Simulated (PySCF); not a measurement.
P(OH)3, singlet: molecular constants

Method: B3LYP/[P def2-SVP, O def2-SVP, H def2-SVP], no relativity, density fitting, PySCF.

The structure is a higher-order saddle point with 2 imaginary modes (one degenerate set).

| Property | Result |
| --- | --- |
| Point group | C3 |
| Bond lengths | O–H 0.971 Å (×3), P–O 1.668 Å (×3) |
| Bond angles | H–O–P 110.9° (×3), O–P–O 99.2° (×3) |
| Atomisation energy without zero-point energy | 2462 kJ/mol |
| Dipole moment | 2.66 D |
| Lowest empty level | 0.84 eV |
| Zero-point energy (real modes) | 107.9 kJ/mol |
| Highest occupied level | -7.14 eV |
| Principal quadrupole moments (Buckingham, traceless) about the centre of mass | -2.61, -2.61, 5.22 D Å |
| Principal polarisabilities | 27.5, 30.4, 30.4 bohr³ |
| Rotational constants | 0.2391, 0.2391, 0.1517 cm⁻¹ |

Harmonic modes (masses in u: P 30.974, O 15.995, H 1.008):
```csv
symmetry,ω (cm⁻¹),"IR (km/mol, summed over degenerate members)",μ (u)
e,68i,–,1.42
e,343,33.2,2.59
a,354,164,1.39
a,435,2.4,2.08
e,784,425,7.45
a,791,79.8,8.31
e,949,239,1.25
a,1006,1.6,1.39
a,3766,83.9,1.07
e,3770,114,1.07
```

In C3 the vibrations span 5e + 5a.

Charges (e):
```tsv
atom	Mulliken	Löwdin	polar tensor	Mayer order to P1
P1	0.79	0.68	1.53	–
O2,3,4	-0.44	-0.29	-0.78	1.00
H5,6,7	0.17	0.06	0.27	0.05
```
Other Mayer orders above 0.3: O–H 0.95 (×3).

Mulliken populations on P1: s 5.67, p 8.16, d 0.37.

This need not be the most stable arrangement of these atoms. At this level a singlet minimum of C1 symmetry lies 11 kJ/mol below this structure.

The final relaxation and frequency run took about 70 core-seconds on a shared host.
